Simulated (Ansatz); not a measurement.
## Worked example: the enthalpy of formation of CH2N (SMILES C=[N])

The species is CH2N (4 atoms), meant as a doublet with charge 0. SMILES: `C=[N]`. Geometry: relaxed at PBE0-D4/def2-TZVP.

Total energies at UB3LYP/6-31G* (spherical functions) (Ansatz 0.2.0); the atoms run unrestricted:

| species | state | energy (Eh) |
| --- | --- | --- |
| CH2N | doublet | -93.979500 |
| C | triplet | -37.844694 |
| N | quartet | -54.582875 |
| H | doublet | -0.500273 |

Harmonic wavenumbers at UPBE0-D4/def2-TZVP, in cm⁻¹: 929, 998, 1372, 1746, 2990, 3052.

Measured heats of formation of the gaseous atoms at 298.15 K, in kJ/mol: C 716.9, N 472.4, H 218.0. Take 1 Eh = 2625.50 kJ/mol, 1 cm⁻¹ = 0.0119627 kJ/mol, RT = 2.479 kJ/mol.

Work out the heat of formation of the gas at 298 K.


1. Electronic atomisation energy: (-37.844694) + (-54.582875) + 2 × (-0.500273) − (-93.979500) = 0.551385 Eh = 1447.7 kJ/mol.
2. Zero-point energy: half the sum of the wavenumbers, 5543.5 cm⁻¹ = 66.3 kJ/mol.
3. Thermal vibrational enthalpy, Σ hcν̃/(exp(hcν̃/kT) − 1): 0.3 kJ/mol. Translation, rotation and pV of a non-linear molecule: 4 RT = 9.9 kJ/mol.
4. The 4 free atoms carry 5/2 RT each: 24.8 kJ/mol.
5. Atomisation enthalpy at 298 K: 1447.7 − 66.3 − 0.3 − 9.9 + 24.8 = 1396.0 kJ/mol.
6. Sum of the atoms' heats of formation: 1625.3 kJ/mol. Heat of formation: 1625.3 − 1396.0 = +229.3 kJ/mol.

The tabulated value is +238.6 kJ/mol (Active Thermochemical Tables), so this level is off by -9.3 kJ/mol, or 0.7 % of the atomisation enthalpy that the table implies (1386.7 kJ/mol). So close a hit in a small basis owes something to errors that cancel. Anharmonicity and any spin-orbit splitting of the molecule are left out.
